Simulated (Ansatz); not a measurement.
Reaction: C3H6 (prop-1-ene, SMILES C=CC) → C3H5 (SMILES C=[C]C, doublet) + H (doublet) (the C-H bond breaks)
Each species at its own B3LYP-D3(BJ)/def2-TZVP minimum (Ansatz, a program for electronic structure).

Quantity: bond dissociation energy (electronic), in kJ/mol. Radicals and triplets start from unrestricted determinants; spin-orbit coupling is neglected. Correlated methods leave the cores frozen. Rows without X2C or -DK are non-relativistic. CBS(X,Y): correlation extrapolated as X^-3, Hartree-Fock from the larger set. A bracket is a step between two methods taken in the basis named. Functionals run without relativity, which enters their misses. 'core' is core correlation in cc-pwCVTZ, 'X2C' scalar relativity in cc-pVTZ-DK, both at CCSD(T). For partners of very few electrons the exact lower level stands in for a higher one. The UHF reference of C3H5 (C=[C]C, doublet) is spin-contaminated (<S^2> up to 0.16 over the pure value in the sets run).

```
level                                                                     program  bond dissociation energy (kJ/mol)  difference against the last row
------------------------------------------------------------------------  -------  ---------------------------------  -------------------------------
HF/cc-pVDZ                                                                 Ansatz                              365.6                           -116.0
HF/cc-pVQZ                                                                 Ansatz                              368.4                           -113.2
wB97M-V/def2-TZVPD                                                         Ansatz                              478.5                             -3.1
CCSD(T)/cc-pVDZ                                                            Ansatz                              464.0                            -17.6
CCSDT(Q)/cc-pVDZ                                                           Ansatz                              462.5                            -19.1
CCSD(T)/CBS(cc-pVTZ,cc-pVQZ) + [CCSDT(Q) - CCSD(T)]/cc-pVDZ + core + X2C   Ansatz                              481.6                              0.0
```
